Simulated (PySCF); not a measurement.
**Relaxation of singlet H3PO**

Method: PBE0 in PySCF with P def2-TZVP, O def2-TZVP, H def2-TZVP; no relativity; density-fitted integrals. A (50,194) grid was used.

A hand-made tetrahedral start, of C3v symmetry, held to at least that symmetry:

Coordinates in bohr (charge 0 multiplicity 1):
```
P     0.0000    0.7403    0.5239
O     0.0000   -1.7124   -1.2118
H     2.2065    0.7397    2.0841
H    -2.2065    0.7397    2.0841
H     0.0000    2.9473   -1.0355
```

Optimiser trace:
| step | E − E(last) (kJ/mol) | largest gradient (Eh/bohr) |
| --- | --- | --- |
| 0 | 51.19 | 0.10064 |
| 1 | 6.84 | 0.04748 |
| 2 | 1.69 | 0.02008 |
| 3 | 0.06 | 0.00444 |
| 4 | 0.01 | 0.00173 |
| 5 | 0.00 | 0.00001 |

It ends at C3v with P–H 1.416 Å (×3), P–O 1.474 Å; H–P–H 101.0° (×3), H–P–O 117.0° (×3). A frequency run shows a minimum.

Final geometry:
Z-matrix (Å, degrees; charge 0 multiplicity 1):
```
P
O  1 1.4742
H  1 1.4161 2 117.00
H  1 1.4161 2 117.00 3 -120.00
H  1 1.4161 2 117.00 3 120.00
```

The relaxation took about 13 core-seconds on a shared host.
